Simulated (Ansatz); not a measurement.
**H2F (doublet): from Hartree-Fock to the top rungs at distance H1–H2 along a hydrogen transfer = 0.818 Å, 6-31G**

Aim: climb from Hartree-Fock through coupled cluster and multireference methods for H2F (doublet) at one geometry and basis, and see what each rung misses.

Method: 6-31G, core rule «outside noble gas», up to 1 orbitals frozen; program: Ansatz 0.2.0, Gaussian basis.

To be run: UHF; CCSD(T) on ROHF; CCSD(T) on UHF; BCCD(T) on ROHF; CISD; CCSDT(Q) on ROHF; CCSDT(Q) on UHF; CISDTQ; CCSDTQ on ROHF; CCSDTQ on UHF; CASSCF and MRCISD+Q, 3 electrons in 3 orbitals; CASSCF and NEVPT2, 3 electrons in 3 orbitals; CASSCF and MRCISD+Q, 9 electrons in 6 orbitals; CASSCF and NEVPT2, 9 electrons in 6 orbitals; Full CI.

3 further runs of the same task are left out: 3 that didn't finish.

### Step 1. The geometry

The geometry derives from fragments relaxed apart (PBE0/def2-TZVP) and kept rigid, so it is no stationary point. A hydrogen atom is moved between rigid fragments.

3 atoms, charge 0, spin multiplicity 2.

Atoms are counted from 1 here; the program's logs count them from 0.

Bond lengths: H1–H2 0.818 Å, H2–F3 1.083 Å. Angles: H1–H2–F3 180.0°.

### Step 2. UHF

Input file in.yaml:

```yaml
crystal:
  periodic: [false, false, false]
  atoms:
    - {symbol: H, position_ang: [0.000000, 0.000000, -0.906333]}
    - {symbol: H, position_ang: [0.000000, 0.000000, -0.088333]}
    - {symbol: F, position_ang: [0.000000, 0.000000, 0.994667]}
basis:
  gaussian: {orbitals: 6-31G}
magnetization: {spin_polarized: true, initial_magnetization: 1}
hamiltonian: {xc: hf}
output: {orbitals: {seedname: orbitals}}
```

On the command line:

```console
> ansatz run in.yaml --threads 1 --pin off --events-out ev --progress --plain --max-ram 2393MiB
```

Further steps of the session: CCSD(T) on ROHF; CCSD(T) on UHF; BCCD(T) on ROHF; CISD; CCSDT(Q) on ROHF; CCSDT(Q) on UHF; CISDTQ; CCSDTQ on ROHF; CCSDTQ on UHF; CASSCF and MRCISD+Q, 3 electrons in 3 orbitals; CASSCF and NEVPT2, 3 electrons in 3 orbitals; CASSCF and MRCISD+Q, 9 electrons in 6 orbitals; CASSCF and NEVPT2, 9 electrons in 6 orbitals; Full CI.

Before running them: what should the planned runs give, taken together? Wanted: FCI below the RHF energy; RMP2 from FCI; UMP2 from FCI; RCCSD from FCI; RCCSD(T) from FCI; UCCSD(T) from FCI; RCCSDT(Q) from FCI; UCCSDT(Q) from FCI; NEVPT2 pair from FCI.

**Answer**, as computed:

| quantity | value |
| --- | --- |
| FCI below the RHF energy | -4.0722 eV |
| RMP2 from FCI | +15.3 kJ/mol |
| UMP2 from FCI | +30.7 kJ/mol |
| RCCSD from FCI | +4.7 kJ/mol |
| RCCSD(T) from FCI | +1.4 kJ/mol |
| UCCSD(T) from FCI | +1.2 kJ/mol |
| RCCSDT(Q) from FCI | 0.0 kJ/mol |
| UCCSDT(Q) from FCI | 0.0 kJ/mol |
| NEVPT2 pair from FCI | +10.7 kJ/mol |
| MRCISD+Q pair from FCI | +6.0 kJ/mol |
| NEVPT2 valence from FCI | +40.4 kJ/mol |
| levels within 1 kcal/mol (43 meV) | UCCSD, RCCSD(T), UCCSD(T), BCCD(T), RCCSDT, UCCSDT, CISDTQ, RCCSDT(Q), UCCSDT(Q), RCCSDTQ, UCCSDTQ |
| T1 diagnostic | 0.018 |
| effectively unpaired electrons | 1.01 |

RCCSD(T) lands +1.4 kJ/mol from the yardstick (0.4 % of the correlation energy). One determinant dominates. Of the multireference levels listed MRCISD+Q valence comes nearest in total energy (+5.8 kJ/mol), which doesn't show that its space is the better one. These misses are within one basis, not against nature; the frozen cores of restricted and unrestricted runs differ, which can shift their rows.
